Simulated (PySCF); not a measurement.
## Energy of C⁻ (carbon, charge -1) between two integer charges

The 2p alpha orbital of [He] 2s2 2p3 is emptied in steps (occupation f), with all orbitals relaxed, ending at [He] 2s2 2p2. Calculation: PySCF 2.14, in aug-pcseg-2 (5s4p3d2f, 46 functions); the non-relativistic Hamiltonian (point nucleus). The exact energy is a straight line in f; departures are measured from the line between the end points of the same method.

Q: Among LDA, PBE, PBE0, r2SCAN, BHandHLYP, BLYP, MN15, which shows the largest delocalisation error (convex curve), and which is closest to linear?

A: Most convex: LDA (-0.984 eV at f = 0.5); closest to linear: BHandHLYP (-0.312 eV).

| f | LDA (eV) | PBE (eV) | PBE0 (eV) | r2SCAN (eV) | BHandHLYP (eV) | BLYP (eV) | MN15 (eV) |
| --- | --- | --- | --- | --- | --- | --- | --- |
| 1 | 0.000 | 0.000 | 0.000 | 0.000 | 0.000 | 0.000 | 0.000 |
| 0.75 | -0.702 | -0.674 | -0.450 | -0.617 | -0.218 | -0.664 | -0.321 |
| 0.5 | -0.984 | -0.940 | -0.624 | -0.847 | -0.312 | -0.930 | -0.447 |
| 0.25 | -0.769 | -0.730 | -0.481 | -0.648 | -0.245 | -0.724 | -0.343 |
| 0 | 0.000 | 0.000 | 0.000 | 0.000 | 0.000 | 0.000 | 0.000 |

```json
{"method": "LDA", "E(f=0) − E(f=1) (eV)": "1.820", "−ε at f=1 (eV)": "-1.703", "−ε at f=0.5 (eV)": "1.642"}
{"method": "PBE", "E(f=0) − E(f=1) (eV)": "1.606", "−ε at f=1 (eV)": "-1.795", "−ε at f=0.5 (eV)": "1.454"}
{"method": "PBE0", "E(f=0) − E(f=1) (eV)": "1.426", "−ε at f=1 (eV)": "-0.851", "−ε at f=0.5 (eV)": "1.341"}
{"method": "r2SCAN", "E(f=0) − E(f=1) (eV)": "1.500", "−ε at f=1 (eV)": "-1.650", "−ε at f=0.5 (eV)": "1.425"}
{"method": "BHandHLYP", "E(f=0) − E(f=1) (eV)": "1.035", "−ε at f=1 (eV)": "-0.005", "−ε at f=0.5 (eV)": "0.966"}
{"method": "BLYP", "E(f=0) − E(f=1) (eV)": "1.375", "−ε at f=1 (eV)": "-1.961", "−ε at f=0.5 (eV)": "1.213"}
{"method": "MN15", "E(f=0) − E(f=1) (eV)": "1.334", "−ε at f=1 (eV)": "-0.271", "−ε at f=0.5 (eV)": "1.273"}
```

At f = 1 the orbital energy is positive for LDA, PBE, PBE0, r2SCAN, BHandHLYP, BLYP, MN15: only the finite basis holds the electron.

Reference removal energy between the ground levels: 1.262 eV (measured; photodetachment measurements, as compiled on the Wikipedia data page of electron affinities). The calculation has no spin-orbit coupling.
